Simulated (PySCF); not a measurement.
H6Si2, SMILES [SiH3][SiH3] (connectivity only; charge and spin as stated), charge -1, multiplicity 2. Atoms are numbered in the order given.

```xyz
8

Si    -1.2666     0.0232     0.0000
Si     1.2666    -0.0232     0.0000
H     -1.5986    -0.8634     1.1824
H     -1.5986    -0.8634    -1.1824
H     -2.5473     0.9222     0.0000
H      1.5986     0.8634     1.1824
H      1.5986     0.8634    -1.1824
H      2.5473    -0.9222     0.0000
```
Charge -1, spin multiplicity 2.

Geometry: TPSSh-D3(BJ)/def2-SVPD. The spin state was assumed, not searched.

Method: r2SCAN/def2-TZVPD (PySCF).

Mulliken values depend strongly on the basis, most of all with diffuse functions as here. ESP charges are fitted to the potential on shells at 1.4 to 2.0 van der Waals radii. Atomic charges (e):

| atom | Mulliken | ESP fit | Mulliken spin |
|---|---|---|---|
| Si1 | -0.29 | ? | 0.39 |
| Si2 | -0.29 | ? | 0.39 |
| H3 | -0.06 | ? | -0.01 |
| H4 | -0.06 | ? | -0.01 |
| H5 | -0.09 | ? | 0.14 |
| H6 | -0.06 | ? | -0.01 |
| H7 | -0.06 | ? | -0.01 |
| H8 | -0.09 | ? | 0.14 |

### Question
Some entries are withheld; supply them. (Estimate from the structure and the level; the computed values follow.)

### Answer

- Si1, ESP fit: 0.00
- Si2, ESP fit: 0.00
- H3, ESP fit: -0.14
- H4, ESP fit: -0.14
- H5, ESP fit: -0.23
- H6, ESP fit: -0.14
- H7, ESP fit: -0.14
- H8, ESP fit: -0.23
